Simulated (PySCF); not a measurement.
Working out the ionisation energy of Ar

Ar [Ar] (1S) → Ar+ [Ne] 3s2 3p5 (2P). Computed with PySCF 2.14 in aug-cc-pV(T+d)Z with one added diffuse shell each of s, p, d, f type (7s6p5d3f, 71 functions), with the non-relativistic Hamiltonian (point nucleus). Frozen: [Ne]. Energies in hartree (1 hartree = 27.21139 eV):

```
            part   Ar (lower)  Ar+ (upper)
             UHF  -526.813369  -526.278294
CCSD correlation    -0.230442    -0.193984
             (T)    -0.007771    -0.005669
```

**Question.** What does Hartree-Fock give?

**Answer.** (-526.278294) − (-526.813369) = 0.535075 hartree = 14.560 eV.

**Question.** What do CCSD and CCSD(T) give?

**Answer.** The CCSD correlation energies differ by 0.036458 hartree = 0.992 eV and the triples by 0.002102 hartree = 0.057 eV, so CCSD gives 15.552 eV and CCSD(T) 15.609 eV.

Measured between the centres of the two terms (NIST): 15.819 eV, so CCSD(T) (valence) is off by -0.210 eV.

What remains against the reference includes basis incompleteness, the frozen core and higher excitations.
